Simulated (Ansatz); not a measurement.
Working through a geometry optimisation of C4H7NO, SMILES O=CNC1CC1

Program: Ansatz's Python interface.

The cells in order, each with its output:

**Cell 1**
```python
import ansatz
from ase import Atoms
import numpy as np
```

**Cell 2**
```python
BASIS_SET = "def2-SVP"
XC = "pbe0"
```

**Cell 3**
```python
atoms = Atoms(["O", "C", "N", "C", "C", "C", "H", "H", "H", "H", "H", "H", "H"], positions=[
    (2.4034, 0.0867, 1.3612),
    (2.2033, -0.0832, 0.1671),
    (0.9842, -0.2864, -0.4337),
    (-0.2371, -0.3143, 0.303),
    (-1.5615, -0.3866, -0.4065),
    (-1.1565, 0.875, 0.2973),
    (3.023, -0.0926, -0.5704),
    (0.958, -0.4284, -1.4354),
    (-0.1582, -0.8645, 1.2395),
    (-2.3419, -0.9895, 0.0441),
    (-1.5796, -0.3767, -1.4893),
    (-1.6536, 1.1267, 1.2272),
    (-0.8834, 1.7339, -0.3041),
])
mol = ansatz.Crystal.molecule_from_ase(atoms)
```

**Cell 4**
```python
job = (
    mol.calculation()
    .basis(gaussian=BASIS_SET)
    .functional(XC)
    .scf(lower_state_search="standard")
)
symbols = [site.symbol for site in mol.cartesian_sites]
start = np.array([site.position_ang for site in mol.cartesian_sites], dtype=float)
summary = job.relax(force_tolerance=0.02).run().report
end = np.array(summary["positions_ang"])
```

**Cell 5**
```python
print("reference energy %16.6f eV" % summary["reference_energy_ev"])
print("total energy     %16.6f eV" % summary["free_energy_ev"])
print("occupied orbitals outside the frozen core (up, down):", summary["n_occupied"], " frozen:", summary["n_frozen"], " virtual:", summary["n_virtual"])
```
Output:
```text
reference energy     -7783.936476 eV
total energy         -7783.936476 eV
occupied orbitals outside the frozen core (up, down): [23, 23]  frozen: 0  virtual: [96, 96]
```

**Cell 6**
```python
print("final positions (A) and the move of each atom")
for symbol, xyz, old in zip(symbols, end, start):
    print(f"{symbol:2s} {xyz[0]:10.5f} {xyz[1]:10.5f} {xyz[2]:10.5f}   {np.linalg.norm(xyz - old):7.4f}")
```
Output:
```text
final positions (A) and the move of each atom
O     2.15403    0.79617    1.06562    0.8080
C     2.08018    0.13153    0.06131    0.2692
N     0.95590   -0.48114   -0.39954    0.1997
C    -0.28014   -0.47343    0.31035    0.1650
C    -1.54386   -0.26067   -0.47039    0.1423
C    -1.03284    0.81420    0.43948    0.1980
H     2.95246   -0.04472   -0.61735    0.0973
H     1.04944   -1.09277   -1.20169    0.7102
H    -0.33057   -1.15725    1.16710    0.3474
H    -2.42819   -0.83111   -0.17584    0.2844
H    -1.44569   -0.10131   -1.54801    0.3118
H    -1.55155    1.00230    1.38215    0.2234
H    -0.57907    1.69829   -0.01320    0.4225
```

Reading the output:
- These settings explore the input space; basis and method may be short of convergence.
- The end point is the stationary point reached from this start; no frequency run checks that it is a minimum, and the basis set is modest.
- Timing: 2.5 min on 1 thread of Arm Neoverse V1 (shared host), peak memory 0.35 GiB.

(Lines on the test bed's own set-up are left out of the output.)
